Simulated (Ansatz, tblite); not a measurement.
Isomers of BN$_{2}$ (doublet), found by a short tight-binding search and relaxed with r2SCAN-D4/def2-TZVP in Ansatz.

The xTB rows come from tblite.

Run but left out: HF/def2-TZVPP, PBE-QIDH/def2-TZVP, MP2/def2-TZVPP, CCSD/def2-TZVPP, CCSD(T)/def2-TZVPP (B: ⟨S²⟩ 1.32 to 1.77, where a pure state has 0.75).

Other spin states were run for one of them alone.

A:

```xyz
3

B    -0.8046   -0.0986    0.2165
N     0.2379    0.5459   -0.4931
N     0.5667   -0.4474    0.2766
```

B:

Cartesian coordinates in Å:
```
B 0.424 -0.312 -0.028
N 0.071 0.455 0.989
N -0.496 -0.143 -0.961
```

Estimate which lies lowest at each level, and how far above it the others are (kcal/mol).


```
                level    A     B
             GFN1-xTB  0.0  18.7
             GFN2-xTB  0.0  22.4
LDA (SPW92)/def2-TZVP  0.0  30.4
     PBE-D4/def2-TZVP  0.0  26.0
  r2SCAN-D4/def2-TZVP  0.0  30.0
    PBE0-D4/def2-TZVP  0.0  36.6
```
Point groups (tolerance 0.1 Å): A not assigned, B C2v. Lower isomers may exist.
